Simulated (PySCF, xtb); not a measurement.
Isomers of H4OSi2 in order of energy

5 gas-phase structures of H4OSi2, found in a search over its isomers (lower ones may exist). Each was relaxed with GFN2-xTB:

A. `O1[SiH2][SiH2]1`, a singlet
B. `O=[SiH][SiH3]`, a singlet
C. `[SiH]O[SiH3]`, a singlet
D. `[SiH]O[SiH3]`, a triplet
E. `[SiH2]=[O+][SiH2-]`, a singlet

Task: Make a reasoned guess at their ranking by r2SCAN-D4/def2-SVP single-point energy.

Result: Calculated order at r2SCAN-D4/def2-SVP: A (0.0), C (2.7), B (74.1), D (124.6), E (145.1) kJ/mol. Less than 1 kcal/mol parts A and C, so the order within that pair means little. CCSD(T)/def2-SVP + ΔMP2/def2-TZVPP after further relaxation puts C lowest instead.

Energies above the lowest of each column, in kJ/mol; the last columns are at PBE0-D3(BJ)/def2-SVP geometries and were run for some of them only (a dash: not run or not comparable):

```tsv
structure	GFN2-xTB	HF/STO-3G	r2SCAN-D4/def2-SVP	PBE0-D3(BJ)/def2-SVP	CCSD(T)/def2-SVP + ΔMP2/def2-TZVPP
A	93.5	98.7	0.0	9.1	26.1
C	0.0	0.0	2.7	0.0	0.0
B	17.6	134.8	74.1	88.7	97.8
D	–	183.5	124.6	–	–
E	141.8	335.6	145.1	–	–
```

CCSD(T)/def2-SVP + ΔMP2/def2-TZVPP puts C lowest of those it was run on; r2SCAN-D4/def2-SVP picks A. CCSD(T)/def2-SVP + ΔMP2/def2-TZVPP orders those it was run on as C (0.0), A (26.1), B (97.8) kJ/mol. Some further structures that were screened fall inside this span and aren't listed. Flexible structures stand in one conformer each, not always the lowest. Frequencies (GFN2-xTB) were run for A, B, C alone. The ΔMP2 step shifts differences by up to 12.6 kJ/mol, which makes them less sure. GFN2-xTB has no spin polarisation and isn't compared across spin states. Open shells are spin-unrestricted. Large T1 diagnostics make some coupled-cluster values less sure. ΔMP2 is the change of the MP2 energy from the smaller to the larger basis.

Over these structures GFN2-xTB departs from r2SCAN-D4/def2-SVP by 42.9 kJ/mol on average once a common shift is removed. A GFN2-xTB relaxation took about 0.068 s and the r2SCAN-D4/def2-SVP energy about 5.3 s on a shared host (PySCF 2.14.0, xtb 6.7.1).
